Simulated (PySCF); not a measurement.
thietane 1-oxide, C₃H₆OS, SMILES O=S1CCC1, point group Cs.

Level: PBE0/pcSseg-1 in PySCF (density fitting, grid level 2); geometry and Hessian at that level, cubic constants and property derivatives from steps of ±0.6 along each species' dimensionless normal coordinates, second-order vibrational perturbation theory. The parent has the commonest isotopes.

Equilibrium geometry (Å):

```json
{"atom": "O1", "x": "-0.2469", "y": "2.2296", "z": "1.2779"}
{"atom": "S2", "x": "-0.3643", "y": "1.4401", "z": "0.0038"}
{"atom": "C3", "x": "-1.0526", "y": "-0.2578", "z": "0.2796"}
{"atom": "C4", "x": "0.0833", "y": "-0.8505", "z": "-0.5543"}
{"atom": "C5", "x": "1.0616", "y": "0.2852", "z": "-0.2534"}
{"atom": "H6", "x": "-0.9416", "y": "-0.4621", "z": "1.3507"}
{"atom": "H7", "x": "-2.0896", "y": "-0.4088", "z": "-0.0322"}
{"atom": "H8", "x": "-0.1785", "y": "-0.8750", "z": "-1.6180"}
{"atom": "H9", "x": "0.4128", "y": "-1.8547", "z": "-0.2700"}
{"atom": "H10", "x": "1.5478", "y": "0.1769", "z": "0.7229"}
{"atom": "H11", "x": "1.7898", "y": "0.5877", "z": "-1.0107"}
```

Task: Give the equilibrium and ground-state rotational constants (MHz) of parent; ²H at 6.

Result: 
```tsv
species	Ae	Be	Ce	A0	B0	C0	Δ0 (u Å²)	harmonic ZPE (cm⁻¹)
parent	8803.9	3539.4	2970.1	8711.3	3515.3	2946.4	-30.254	19288
²H at 6	8327.4	3497.2	2933.8	8240.7	3474.1	2910.5	-33.156	18577
```

Δ0 = Ic − Ia − Ib from the ground-state constants.

Task: How is the parent's vibrational correction B0 − Be made up?

Result: 
| axis | harmonic | Coriolis | cubic | total (MHz) |
| --- | --- | --- | --- | --- |
| a | 13.9 | -11.3 | -95.2 | -92.5 |
| b | 3.78 | -2.38 | -25.5 | -24.1 |
| c | 1.91 | -0.799 | -24.8 | -23.7 |

Task: And its quartic centrifugal distortion constants from the harmonic force field?

Result: Asymmetric top, A reduction, Ir representation: ΔJ = 0.584 kHz, ΔJK = 1.12 kHz, ΔK = 5.47 kHz, δJ = 0.0673 kHz, δK = 1.19 kHz.

A mode lies under 250 cm⁻¹, where this perturbation treatment is rough.
